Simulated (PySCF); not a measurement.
Bond stretch in SMILES C[SiH3] (CH6Si). The C1–Si5 bond (C1 also carries H, H, H; Si5 carries H, H, H) is stretched with both fragments frozen at the PBE0/def2-TZVP optimised geometry.

Levels of theory: UKS-B3LYP/6-31G* = unrestricted B3LYP/6-31G*, spherical d in PySCF; RKS-LDA (SVWN5)/6-31G* = restricted LDA (SVWN5)/6-31G*, spherical d run with PySCF; RCCSD = CCSD on RHF/cc-pVDZ, 6 core orbitals frozen (PySCF); UCCSD(T) = CCSD(T) on UHF/cc-pVDZ, 6 core orbitals frozen in PySCF.

Energies relative to the lowest point of each curve near equilibrium, in kcal/mol:

```csv
R / Å,UKS-B3LYP/6-31G*,RKS-LDA (SVWN5)/6-31G*,RCCSD
1.40,110.9,104.8,117.8
1.58,32.0,29.0,34.7
1.76,4.1,3.2,4.8
1.83,0.7,0.4,1.0
1.91,0.0,0.3,0.0
1.97,1.1,1.7,1.0
2.08,5.6,6.8,5.4
2.51,35.5,38.0,35.8
2.84,59.0,61.7,59.3
3.08,73.7,76.3,73.3
3.79,91.8,106.3,98.4
4.07,93.8,113.8,103.1
```

Q: Estimate the UCCSD(T) values at these points.

A: 1.40: 117.9; 1.58: 34.9; 1.76: 4.9; 1.83: 1.1; 1.91: 0.0; 1.97: 0.9; 2.08: 5.2; 2.51: 34.8; 2.84: 58.4; 3.08: 72.4; 3.79: 90.8; 4.07: 92.1 (kcal/mol).

The unrestricted determinant behind UKS-B3LYP/6-31G* is spin-contaminated at 3.08 to 6.47 Å (<S²> up to 1.0, against 0.00 for a pure singlet). The restricted form behind RKS-LDA (SVWN5)/6-31G* keeps the bonding electrons paired and can't separate into open-shell fragments. The unrestricted determinant behind UCCSD(T) is spin-contaminated at 2.84 to 6.47 Å (<S²> up to 1.0, against 0.00 for a pure singlet).
